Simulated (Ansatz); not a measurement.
This geometry of CH6N (8 atoms, charge 1, multiplicity 1) is a first-order saddle point.

These are results of RKS PBE/def2-SVPD in Ansatz 0.2.0, not measurements.

```xyz
8
Properties=species:S:1:pos:R:3
C -0.229 0.298 -0.675
N 0.221 -0.288 0.653
H -0.522 -0.525 -1.346
H -1.088 0.965 -0.497
H 0.606 0.866 -1.115
H -0.354 0.048 1.443
H 1.201 -0.043 0.875
H 0.165 -1.321 0.663
```

Task: Which two structures does it join? (They come from a converged band through this point; their orientation in space is the band's.)

Result: No bond is made or broken. The dihedral H3–C1–N2–H6 goes from 180 to -60°. The two ends are copies of one structure, up to a mirror image or an exchange of like atoms.

Image 0:

```xyz
8
Properties=species:S:1:pos:R:3
C -0.227 0.296 -0.670
N 0.219 -0.285 0.646
H -0.040 -0.449 -1.461
H -1.303 0.525 -0.602
H 0.352 1.214 -0.860
H 0.067 0.374 1.429
H 1.227 -0.521 0.640
H -0.294 -1.154 0.877
```

Image 8:

```xyz
8
Properties=species:S:1:pos:R:3
C -0.227 0.296 -0.670
N 0.219 -0.285 0.646
H -0.915 -0.418 -1.152
H -0.740 1.252 -0.474
H 0.663 0.458 -1.300
H -0.579 -0.458 1.282
H 0.872 0.345 1.144
H 0.708 -1.190 0.522
```

Task: How far does it lie above each of them?

Result: 2.3 kcal/mol above the first and 2.3 kcal/mol above the second. This is the barrier of this one path; another mechanism may lie lower. Limits of this set-up: the dipole of an ion depends on the origin.

Time of the run: 42 s on 1 thread of Arm Neoverse V2 (shared host), peak memory 0.13 GiB.
